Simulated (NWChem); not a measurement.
Molecule: SiH₄; SMILES [SiH4]

```xyz
5

Si     0.0000     0.0000     0.0000
H     -0.8618     0.8618     0.8618
H      0.8618    -0.8618     0.8618
H      0.8618     0.8618    -0.8618
H     -0.8618    -0.8618    -0.8618
```
Atoms are numbered in this order, from 1.

Computed with NWChem. Geometry: optimised at PBE0/def2-SVP. Core excitations by TDA in a window of 1s orbitals, non-relativistic and unshifted: absolute energies depend strongly on the exact-exchange share.

What does the run give for Si K edge, B3LYP/def2-TZVP? Quantities: first 1s excitation (eV); dipole oscillator strength of the first; first state with f > 0.002 (eV); dipole oscillator strength of that state.

The first 1s excitation (eV) comes out as 1798.0 and the dipole oscillator strength of the first comes out as 0.0021. The first state with f > 0.002 (eV) is 1798.0 and the dipole oscillator strength of that state is 0.0021.
